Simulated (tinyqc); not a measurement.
UHF in the sto-3g basis, for H2O+, spin multiplicity 2, step by step. This run ends on a higher stationary point, not on the lowest solution. Computed by tinyqc, a small Python program that keeps every step (integrals from PySCF). Settings: charge = 1, multiplicity = 2, basis = sto-3g, energy threshold = 1e-08, iteration cap = 57, orthogonalisation = symmetric, start = highest core orbitals, DIIS depth = 0, method = UHF. Command: `OMP_NUM_THREADS=1 python tinyqc.py 26194 26195 out.jsonl` (the two numbers bound the seeds that draw the settings). One thread of a shared host (Intel(R) Xeon(R) Processor @ 2.60GHz), about 0.1 s of CPU time with the checks.

Geometry (angstrom):
```
atom         x          y         z
O     0.000000   0.000000  0.000000
H     0.000000   0.872000  0.783000
H     0.000000  -0.872000  0.783000
```

Stop when the energy changes by less than 1e-08 hartree and every element of the error matrix X^T (F D S - S D F) X (for each spin) is below 3e-05.

Course of the cycle:
```
iteration   E (hartree)     change  largest element of the error matrix
1          -26.36116866          -                             2.11e-01
2          -73.77463101  -4.74e+01                             2.17e-01
3          -74.42639187  -6.52e-01                             3.78e-02
4          -74.43232495  -5.93e-03                             1.36e-02
5          -74.43360704  -1.28e-03                             1.02e-02
6          -74.43430801  -7.01e-04                             7.67e-03
7          -74.43470574  -3.98e-04                             5.80e-03
8          -74.43493402  -2.28e-04                             4.38e-03
9          -74.43506532  -1.31e-04                             3.31e-03
10         -74.43514074  -7.54e-05                             2.50e-03
11         -74.43518395  -4.32e-05                             1.88e-03
12         -74.43520865  -2.47e-05                             1.42e-03
13         -74.43522274  -1.41e-05                             1.07e-03
14         -74.43523076  -8.02e-06                             8.05e-04
15         -74.43523532  -4.56e-06                             6.06e-04
16         -74.43523790  -2.59e-06                             4.56e-04
17         -74.43523937  -1.47e-06                             3.43e-04
18         -74.43524020  -8.32e-07                             2.58e-04
19         -74.43524067  -4.71e-07                             1.94e-04
20         -74.43524094  -2.67e-07                             1.46e-04
21         -74.43524109  -1.51e-07                             1.10e-04
22         -74.43524118  -8.54e-08                             8.26e-05
23         -74.43524122  -4.83e-08                             6.21e-05
24         -74.43524125  -2.73e-08                             4.67e-05
25         -74.43524127  -1.55e-08                             3.51e-05
26         -74.43524128  -8.74e-09                             2.64e-05
```

Can the last value be used, and what does the course show?

No, though the log alone does not show it. Converged in 26 iterations. But the solution lies 0.20320 hartree above the reference: it is another stationary point, not the lowest one. Reruns (cap 100 unless said): DIIS 8: converged in 16 to a higher stationary point; damping 0.5: converged in 55 to a higher stationary point; level shift 0.5: converged in 40 to a higher stationary point; atomic densities as start, DIIS 8: converged in 10. PySCF UHF in the same basis, after a stability check = -74.63843647 hartree.
